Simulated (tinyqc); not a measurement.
Inside a calculation. Method: Pariser-Parr-Pople SCF with singles CI, for the molecule NC(N)=CC=O (SMILES; centres numbered as the heavy atoms are written). One step of it, computed by the program tinyqc.

Task: Iteration 1: orbitals and new P. Diagonalise F (the basis is taken as orthonormal) and form P = 2 sum c c over the lowest orbitals.

F (eV), lower triangle:
```
            1N         2C          3N         4C         5C         6O
1N  -10.914154
2C   -4.742317  -7.556704
3N    1.077719  -4.742410  -10.755016
4C    0.588619  -4.257785    0.588725  -5.572624
5C    0.263544   0.000000    0.339652  -4.628957  -2.875484
6O   -0.299461   0.294033   -0.343930   1.041030  -5.672918  -7.545211
```

pi electrons, sum of z_r less the charge = 8

Give: orbital energies; P after iteration 1.

Result:

orbital energies (eV): -15.9925  -11.9526  -11.9115  -8.6049  -0.4538  3.6960

P after iteration 1, lower triangle:
```
         1N       2C       3N       4C      5C      6O
1N   1.7098
2C   0.5360   0.9915
3N  -0.2960   0.5457   1.6980
4C  -0.2789   0.6015  -0.2795   1.3282
5C  -0.1352   0.1030  -0.1465   0.5564  0.7700
6O   0.1586  -0.2059   0.1669  -0.2548  0.7663  1.5025
```
